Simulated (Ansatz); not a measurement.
## How methods differ on BH2O (SMILES [BH]O)

BH2O: 4 atoms, total charge 0, spin state doublet. SMILES: `[BH]O`. The coordinates come from a PBE0-D4/def2-TZVP relaxation.

```xyz
4

B    -0.0061   -0.4855    0.3883
O     0.1197    0.5445   -0.4486
H    -1.0642   -1.0324    0.5403
H     1.0061    0.9132   -0.5003
```

Each level gives the energy change with the B1–H3 bond stretched from 1.201 to 1.501 Å (eV). The values are calculated.

```tsv
level	kind	program	value (eV)	less FCI/STO-3G	CPU time (all runs)
UBLYP/STO-3G	GGA	Ansatz	0.85	-0.07	1.5 s
UB3LYP/STO-3G	global hybrid	Ansatz	0.96	+0.04	1.7 s
UPBE0/STO-3G	global hybrid	Ansatz	1.00	+0.08	1.6 s
U-wB97M-V/STO-3G	range-separated hybrid	Ansatz	0.99	+0.07	20 s
UCAM-B3LYP/STO-3G	range-separated hybrid	Ansatz	1.01	+0.09	2 s
UHSE06/STO-3G	range-separated hybrid	Ansatz	1.00	+0.08	2.2 s
UMP2/STO-3G	perturbation theory	Ansatz	1.07	+0.15	0.1 s
UCCSDTQ/STO-3G	coupled cluster or CI	Ansatz	0.92	0.00	24 s
FCI/STO-3G	exact in the basis	Ansatz	0.92	0.00	0.69 s
```

FCI/STO-3G is exact within its basis and frozen core, so for wave-function methods in that basis the difference is their error; functionals converge differently with the basis, so for them it is only a difference. The first shape isn't each level's own minimum. The values span 0.85 to 1.07 eV. All rows use very small basis sets, so none should be taken for the real molecule's value. In so small a basis fixed costs decide the times, and correlated methods can beat functionals. CPU times are rough (shared hosts, several kinds of processor and program).
